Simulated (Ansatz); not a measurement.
Reaction (isomerisation): `C=C(O)SC` → `C/C(S)=C/O`

Isolated molecules relaxed with PBE0-D4/def2-TZVP in Ansatz; ΔE leaves out vibrations. CCSD(T)/CBS adds triple-zeta CCSD(T) − MP2 to the extrapolated MP2 energy (def2 sets, frozen cores). DFT in def2-TZVPP. B3LYP here is the variant with VWN-RPA as its local correlation; programs differ in this. One conformer a species, not always the lowest.

```
     species  B3LYP energy (Eh)
  `C=C(O)SC`         -591.43311
`C/C(S)=C/O`         -591.43655
```

Task: Work out ΔE.

Result: ΔE = (-591.43655) − (-591.43311) = -0.00344 Eh = -0.09 eV. CCSD(T)/CBS gives -0.11 eV.

Largest T1 diagnostic among the species: 0.012.
